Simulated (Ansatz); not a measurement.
Reaction (SMILES): O (H2O) → 2 H atom + O atom
B3LYP-D3(BJ)/def2-TZVP geometries, fixed; electronic energies without zero-point terms.
Largest species:
```xyz
3

O      0.0070     0.0013     0.1167
H     -0.0500     0.7593    -0.4742
H     -0.0062    -0.7700    -0.4592
```
Charge 0, spin multiplicity 1.

How fast the atomisation energy converges with the basis for several methods (Ansatz, an electronic-structure program): deviation from each method's own reference, in kcal/mol. References: CCSD(T) 233.08 kcal/mol, Hartree-Fock in aug-cc-pVQZ plus the correlation part extrapolated as X^-3 from aug-cc-pVTZ and aug-cc-pVQZ; HF 155.79 kcal/mol, the value in pcseg-4; MP2 237.66 kcal/mol, Hartree-Fock in aug-cc-pVQZ plus the correlation part extrapolated as X^-3 from aug-cc-pVTZ and aug-cc-pVQZ; PBE 234.47 kcal/mol, the value in aug-cc-pV5Z; PBE0 227.22 kcal/mol, the value in aug-cc-pV5Z; r2SCAN 230.06 kcal/mol, the value in aug-cc-pV5Z. Cartesian d functions, on some or all atoms, in 6-31G*, 6-31+G*; all else is spherical. In correlated methods cores are frozen. Open shells are unrestricted. No added dispersion term, no relativity. 

| basis | functions | CCSD(T) | HF | MP2 | PBE | PBE0 | r2SCAN |
|---|---|---|---|---|---|---|---|
| 6-31G* | 19 | -35.67 | -11.56 | -36.70 | -12.70 | -12.36 | -12.74 |
| 6-31+G* | 23 | -31.57 | -8.94 | -31.91 | -8.41 | -8.68 | -9.16 |
| cc-pVDZ | 24 | -24.43 | -7.87 | -27.01 | -11.74 | -10.61 | -9.99 |
| aug-cc-pVDZ | 41 | -13.75 | -1.55 | -14.76 | -2.56 | -2.33 | -2.02 |
| 6-311++G(2d,2p) | 47 | -10.21 | -0.15 | -10.87 | -0.58 | -0.46 | -0.19 |
| def2-TZVPPD | 74 | -5.46 | -0.23 | -6.08 | -0.01 | -0.08 | -0.15 |
| 6-311++G(3df,3pd) | 75 | -3.54 | 0.66 | -4.13 | 0.37 | 0.46 | 0.60 |
| aug-pcseg-2 | 92 | -4.95 | 0.22 | -5.57 | 0.04 | 0.13 | 0.09 |

Mean absolute deviation over 6-311++G(2d,2p), def2-TZVPPD, 6-311++G(3df,3pd), aug-pcseg-2: PBE 0.25, r2SCAN 0.26, PBE0 0.28, HF 0.31, CCSD(T) 6.04, MP2 6.66 kcal/mol.
